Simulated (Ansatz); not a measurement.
Reaction: C2H8N2 (SMILES NCCN) → NH2 (SMILES [NH2], doublet) + C2H6N (SMILES [CH2]CN, doublet) (the C-N bond breaks)
Each species at its own B3LYP-D3(BJ)/def2-TZVP minimum (Ansatz, a first-principles code), one conformer.

Total energies in hartree (Ansatz). Radicals and triplets start from unrestricted determinants; spin-orbit coupling is neglected. Correlated methods leave the cores frozen. No relativity.

```tsv
species	HF/cc-pVTZ	CCSD(T)/cc-pVTZ	HF/cc-pVQZ	CCSD(T)/cc-pVQZ	CCSD(T)/cc-pVDZ	CCSDT(Q)/cc-pVDZ
1: C2H8N2 (SMILES C(CN)N)	-189.34813	-190.20347	-189.36253	-190.26454	-189.99114	-189.99324
2: NH2 (SMILES [NH2], doublet)	-55.58579	-55.79359	-55.59045	-55.81078	-55.73272	-55.73328
3: C2H6N (SMILES NC[CH2], doublet)	-133.67052	-134.26688	-133.68023	-134.30825	-134.12038	-134.12209
```

**Question.** Work out the bond dissociation energy (electronic) in kcal/mol: take Hartree-Fock from cc-pVQZ, extrapolate the CCSD(T) correlation energy as X^-3 (X = 3, 4), and add CCSDT(Q) - CCSD(T) in cc-pVDZ. 1 hartree = 627.51 kcal/mol.

**Answer.** 
Species 1: correlation (64·(-0.90201) - 27·(-0.85534))/37 = -0.93607; step -0.00210; E1 = -189.36253 + (-0.93607) + (-0.00210) = -190.30070
Species 2: correlation (64·(-0.22033) - 27·(-0.20780))/37 = -0.22947; step -0.00056; E2 = -55.59045 + (-0.22947) + (-0.00056) = -55.82048
Species 3: correlation (64·(-0.62802) - 27·(-0.59636))/37 = -0.65112; step -0.00171; E3 = -133.68023 + (-0.65112) + (-0.00171) = -134.33306
-1·E1 +1·E2 +1·E3 = 0.14716 hartree = 92.3 kcal/mol.
